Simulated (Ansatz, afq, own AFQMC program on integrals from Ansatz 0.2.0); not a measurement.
Ga, doublet in def2-SVP, levels against full CI

A free Ga atom.

Basis def2-SVP. Noble-gas cores (and the filled d shells of Ga–Kr and In–Xe) are frozen. Ansatz 0.2.0 and our own AFQMC program on the same integrals; the CISD trial comes from CCSD amplitudes, and released means the phaseless constraint is let go. Free projection: walkers drawn from exp(T), propagated without any constraint. Its projection time is finite, and what remains of the start isn't in its error. Error bars are statistical, one sigma. No spin–orbit coupling.

Determinant: UHF, the one that the program's search chose, which needn't be the lowest solution.

Full CI on the same integrals is exact in this basis and with this determinant's frozen core.

Cautions: no relativity below Rb; no spin-orbit coupling; inner d shell frozen.

```
T1 diagnostic                               : 0.0111
weight of the determinant in the CISD state : 0.947
⟨S²⟩ of the determinant                     : 0.759
size of the correlated space                : 3 electrons in 18 orbitals
```

Reference: full CI, correlation energy -1.202 eV. The released energy is read at 1.50 1/Eh (meV from the phaseless value at times in 1/Eh: -0.8 ± 0.6 at 0.24, -0.8 ± 0.4 at 0.50, -1.2 ± 0.4 at 1.00, -1.5 ± 0.3 at 1.50).

```json
{"level": "HF", "E − E(reference) (meV)": "1201.8", "share of correlation (%)": "0.00"}
{"level": "MP2", "E − E(reference) (meV)": "402.4", "share of correlation (%)": "66.51"}
{"level": "CCSD", "E − E(reference) (meV)": "20.9", "share of correlation (%)": "98.26"}
{"level": "CCSD(T)", "E − E(reference) (meV)": "6.3", "share of correlation (%)": "99.47"}
{"level": "ph-AFQMC/HF", "E − E(reference) (meV)": "50.3 ± 8.7", "share of correlation (%)": "95.82"}
{"level": "ph-AFQMC/CISD", "E − E(reference) (meV)": "1.7 ± 0.5", "share of correlation (%)": "99.86"}
{"level": "released AFQMC", "E − E(reference) (meV)": "0.1 ± 0.3", "share of correlation (%)": "99.99"}
{"level": "free AFQMC", "E − E(reference) (meV)": "0.0 ± 0.1", "share of correlation (%)": "100.00"}
```

Free projections are given only where their last times agree within the noise and don't stop above the reference; a slow remainder of the start can still hide under it. A walk keeps the symmetry of its determinant, which the program's search chose and which needn't be the lowest solution, so a lower state of the same spin and another symmetry isn't excluded. Released energies are given only where the last usable release times agree within the noise; a slower fall can still hide under it.
